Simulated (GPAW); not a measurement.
**C2H3NO (SMILES OC1=CN1): RPBE/real-space grid (scalar-relativistic datasets)**

Aim: ionisation energies of C2H3NO. Input form: an ASE script.

The calculation is run with GPAW 26.7.0.

### 1 Starting point

C2H3NO: 7 atoms, total charge 0, spin state singlet. SMILES: `OC1=CN1`. The coordinates come from a GFN2-xTB relaxation. This is one conformer, not always the lowest.

Bond lengths: O1–C2 1.313 Å, C2–C3 1.286 Å, C2–N4 1.454 Å, C3–N4 1.526 Å, O1–H5 0.967 Å, C3–H6 1.054 Å, N4–H7 1.032 Å. Angles: O1–C2–C3 154.5°, O1–C2–N4 138.2°, C3–C2–N4 67.4°, C2–C3–N4 61.6°, C2–N4–C3 51.0°, C2–O1–H5 110.4°, C2–C3–H6 158.6°, N4–C3–H6 138.3°, C2–N4–H7 111.9°, C3–N4–H7 112.3°.

### 2 Ionisation energies at RPBE/real-space grid (scalar-relativistic datasets)

The input, mol.xyz:

```xyz
7

O     -0.938730     1.325140    -0.406860
C     -0.238070     0.330750     0.086630
C      0.514960    -0.236000     0.960930
N      0.096150    -1.039620    -0.267460
H     -1.467610     1.025140    -1.158260
H      1.191620    -0.322790     1.764970
H      0.841680    -1.082620    -0.979950
```

The input, mol.py:

```python
from ase.io import read
from gpaw import GPAW

# Set up the molecule
mol = read('mol.xyz')
mol.center(vacuum=4.5)

energies = {}
for name, charge, unpaired in [('neutral', 0, 0), ('oxidised', 1, 1)]:
    mol.set_initial_magnetic_moments([unpaired / len(mol)] * len(mol))
    dft = GPAW(mode='fd',
               h=0.18,
               xc='RPBE',
               charge=charge,
               occupations={'name': 'fermi-dirac', 'width': 0.0, 'fixmagmom': unpaired > 0},
               maxiter=100,
               symmetry='off',
               txt=f'{name}.txt')
    mol.calc = dft
    energies[name] = mol.get_potential_energy()
    print(f'{name:10} {energies[name]:12.5f} eV')

ip = energies['oxidised'] - energies['neutral']
print(f'Vertical IP = {ip:.3f} eV')
```

The run is started by

```console
$ python3 -u mol.py | tee mol.out
```

What it wrote:

```text
neutral       -39.20516 eV
oxidised      -31.33266 eV
Vertical IP = 7.872 eV
```

neutral.txt:

```text
__  _  _
 | _ |_)|_||  |
 |__||  | ||/\| - 26.7.0

units:  Angstrom and eV
cores:  1
OpenMP: False

Versions:
  Python: 3.12.14
  ASE:    3.29.0
  Numpy:  2.5.5
  Scipy:  1.18.1
  Libxc:  7.0.0

Input parameters:
  mode=FD(),
  charge=0.0,
  h=0.18,
  maxiter=100,
  occupations=Occupations(name='fermi-dirac', width=0.0, fixmagmom=False),
  symmetry=Symmetry(point_group=False, time_reversal=False),
  xc=XC(name='RPBE')

Diagonalizing LCAO Hamiltonian
Converting LCAO to fd mode
        .----------------------------.
       /|                            |
      / |                            |
     /  |                            |
    /   |                            |
   /    |                            |
  /     |                            |
 *      |                            |
 |      |                            |
 |      |             H              |
 |      |           C                |
 |      |         OC                 |
 |      |       H  N                 |
 |      |            H               |
 |      |                            |
 |      .----------------------------.
 |     /                            /
 |    /                            /
 |   /                            /
 |  /                            /
 | /                            /
 |/                            /
 *----------------------------*

[... 32 lines left out ...]
|   |                                coordinates |     weight |
[... 126 lines left out ...]
Reference energy: -5623.341099  # eV
[... 3 lines left out ...]
  Converge bands: occupied
[... 12 lines left out ...]
  Fourier metric: weight=20.0, sigma=0.015
[... 1 line left out ...]
occupation numbers:
  # Zero width

FastPoissonSolver using
    Stencil: 6*3+1=19 point O(h^6) finite-difference Laplacian
    FFT axes: []
    FST axes: [np.int64(0), np.int64(1), np.int64(2)]

xc functional:
  name: RPBE with 2 nearest neighbor stencil
interpolation: tri-quintic # 5. degree polynomial

Initialization done in: 10.610 s

convergence criteria:
- Maximum [total energy] change in last 3 cyles: 0.0005 eV / valence electron
- Maximum integral of absolute [dens]ity change: 0.0001 electrons / valence electron
- Maximum integral of absolute [eigenst]ate change: 4e-08 eV^2 / valence electron
maximum number of iterations: 100

SCF iterations
|iter     |     time |      energy | eigst |  dens |
|---------|----------|-------------|-------|-------|
|iter:   1| 00:00:15 |  -43.004893 | +1.26 |       |
|iter:   2| 00:00:21 |  -42.383531 | +0.02 | -0.70 |
|iter:   3| 00:00:27 |  -39.269021 | +0.46 | -0.74 |
[... 11 lines of this table left out ...]
|iter:  15| 00:01:38 |  -39.205155c| -7.44c| -5.92c|

Converged in 15 steps
SCF loop duration: 87.833 s (5.856 s/step)
Energy contributions relative to reference atoms: (reference = -5623.341099)

Energy contributions:
  Kinetic:          45.224006
  Coulomb:         -47.045856
  Zero:              1.066429
  External:          0.000000
  Xc:              -38.449734
  Entropy:           0.000000
  Spinorbit:         0.000000
  ----------------------------
  Free energy:     -39.205155
  Extrapolated:    -39.205155

dipole moment: (0.048753, 0.223650, -0.246013)  # |e|*Ang

Fermi level: -2.670
Eigenvalues  # (at kpt = [0.000, 0.000, 0.000])
| band index |      eig [eV] | occ [0-2] |
|------------|---------------|-----------|
|          0 |       -27.954 |     2.000 |
|        ... |               |           |
|          3 |       -15.520 |     2.000 |
|          4 |       -13.666 |     2.000 |
|          5 |       -11.725 |     2.000 |
[... 11 lines of this table left out ...]
|         17 |         1.661 |     0.000 |

Gap: 3.297 eV
Transition (v -> c):
  (s=0, k=0, n=10, [0.00, 0.00, 0.00]) -> (s=0, k=0, n=11, [0.00, 0.00, 0.00])
No difference between direct/indirect transitions
vacuum-level: 0.000  # V

timing:  # [seconds]
  Total: 98.494  # ━━━━━━━━━━━━━━━━━━━━━━━━━━━━━━━━━━━━━━━━━━━━━━━━━━━━━━━━━━
  Init:  10.609  # ━━━━━━
  SCF:   87.833  # ━━━━━━━━━━━━━━━━━━━━━━━━━━━━━━━━━━━━━━━━━━━━━━━━━━━╸

Max RSS: 800.746  # MiB
```

oxidised.txt:

```text
__  _  _
 | _ |_)|_||  |
 |__||  | ||/\| - 26.7.0

units:  Angstrom and eV
cores:  1
OpenMP: False

Versions:
  Python: 3.12.14
  ASE:    3.29.0
  Numpy:  2.5.5
  Scipy:  1.18.1
  Libxc:  7.0.0

Input parameters:
  mode=FD(),
  charge=1,
  h=0.18,
  maxiter=100,
  occupations=Occupations(name='fermi-dirac', width=0.0, fixmagmom=True),
  symmetry=Symmetry(point_group=False, time_reversal=False),
  xc=XC(name='RPBE')

Diagonalizing LCAO Hamiltonian
Converting LCAO to fd mode
        .----------------------------.
       /|                            |
      / |                            |
     /  |                            |
    /   |                            |
   /    |                            |
  /     |                            |
 *      |                            |
 |      |                            |
 |      |             H              |
 |      |           C                |
 |      |         OC                 |
 |      |       H  N                 |
 |      |            H               |
 |      |                            |
 |      .----------------------------.
 |     /                            /
 |    /                            /
 |   /                            /
 |  /                            /
 | /                            /
 |/                            /
 *----------------------------*

[... 32 lines left out ...]
|   |                                coordinates |     weight |
[... 126 lines left out ...]
Reference energy: -5623.341099  # eV
[... 3 lines left out ...]
  Converge bands: occupied
[... 12 lines left out ...]
  Fourier metric: weight=20.0, sigma=0.015
[... 16 lines left out ...]
convergence criteria:
- Maximum [total energy] change in last 3 cyles: 0.0005 eV / valence electron
[... 4 lines left out ...]
SCF iterations
|iter     |     time |      energy | eigst |  dens |  magmom |
|---------|----------|-------------|-------|-------|---------|
|iter:   1| 00:00:23 |  -36.333481 | +1.31 |       |  +0.9981|
|iter:   2| 00:00:35 |  -35.605570 | +0.07 | -0.57 |  +0.9982|
|iter:   3| 00:00:46 |  -31.471538 | +0.43 | -0.60 |  +0.9994|
[... 12 lines of this table left out ...]
|iter:  16| 00:03:25 |  -31.332664c| -7.56c| -5.67c|  +1.0000|

Converged in 16 steps
SCF loop duration: 190.837 s (11.927 s/step)
Energy contributions relative to reference atoms: (reference = -5623.341099)

Energy contributions:
  Kinetic:          34.107363
  Coulomb:         -37.013691
  Zero:              1.059454
  External:          0.000000
  Xc:              -29.485790
  Entropy:           0.000000
  Spinorbit:         0.000000
  ----------------------------
  Free energy:     -31.332664
  Extrapolated:    -31.332664

dipole moment: (6.064629, 5.556018, 5.530589)  # |e|*Ang

Total magnetic moment: (0.000000, 0.000000, 1.000000)

Local magnetic moments
|        x |        y |         z |
|----------|----------|-----------|
| 0.000000 | 0.000000 |  0.032277 |  # O    0
| 0.000000 | 0.000000 |  0.038104 |  # C    1
| 0.000000 | 0.000000 |  0.164002 |  # C    2
| 0.000000 | 0.000000 |  0.153126 |  # N    3
| 0.000000 | 0.000000 |  0.000676 |  # H    4
| 0.000000 | 0.000000 | -0.005881 |  # H    5
| 0.000000 | 0.000000 |  0.036666 |  # H    6

Fermi levels: -9.695, -12.124
Eigenvalues  # (at kpt = [0.000, 0.000, 0.000])
| band index |      eig [eV] | occ [0-1] |      eig [eV] | occ [0-1] |
|------------|---------------|-----------|---------------|-----------|
|          0 |       -34.814 |     1.000 |       -34.732 |     1.000 |
|        ... |               |           |               |           |
|          3 |       -22.604 |     1.000 |       -22.465 |     1.000 |
|          4 |       -21.228 |     1.000 |       -20.973 |     1.000 |
|          5 |       -19.018 |     1.000 |       -18.655 |     1.000 |
[... 11 lines of this table left out ...]
|         17 |        -3.423 |     0.000 |        -3.263 |     0.000 |

Gap: 3.548 eV
Transition (v -> c):
  (s=1, k=0, n=10, [0.00, 0.00, 0.00]) -> (s=0, k=0, n=11, [0.00, 0.00, 0.00])
No difference between direct/indirect transitions
vacuum-level: 0.000  # V

timing:  # [seconds]
  Total: 205.247  # ━━━━━━━━━━━━━━━━━━━━━━━━━━━━━━━━━━━━━━━━━━━━━━━━━━━━━━━━━
  Init:   14.196  # ━━━━
  SCF:   190.837  # ━━━━━━━━━━━━━━━━━━━━━━━━━━━━━━━━━━━━━━━━━━━━━━━━━━━━━

Max RSS: 1053.516  # MiB
```

Wall time 5.1 min (1 thread of AMD EPYC (Zen 3), shared host); peak memory 1 GiB.

### 3 Summary of results

At RPBE/real-space grid (scalar-relativistic datasets):

```
               quantity    value
first ionisation energy  7.87 eV
```
